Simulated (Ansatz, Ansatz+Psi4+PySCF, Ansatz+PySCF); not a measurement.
```xyz
6

C     1.1893    0.0001    0.0704
P    -0.5830   -0.0001   -0.1232
H     1.7431    0.9239   -0.0446
H     1.7425   -0.9241   -0.0457
H    -0.9383   -1.0592    0.7593
H    -0.9386    1.0608    0.7570
```

Basis set: cc-pVTZ on H, C; cc-pV(T+d)Z on P (spherical functions). Frozen core: 6 orbitals. Correlation on ROHF uses semicanonical orbitals with singles. Charge 0, multiplicity 2.

Computed with Ansatz (development build ahead of 0.2.0); each method stands on the lowest determinant of its kind that the runs found.

**Question.** Give the atomization energy at this shape (free ground-state atoms in the same class of orbitals less the molecule, no zero-point energy) of doublet CH₄P by ROHF-CCSD(T), ROHF-MP2, ROHF.

**Answer.**

| method | atomization energy |
| --- | --- |
| ROHF-CCSD(T) | 419.87 kcal/mol |
| ROHF-MP2 | 414.97 kcal/mol |
| ROHF | 317.15 kcal/mol |
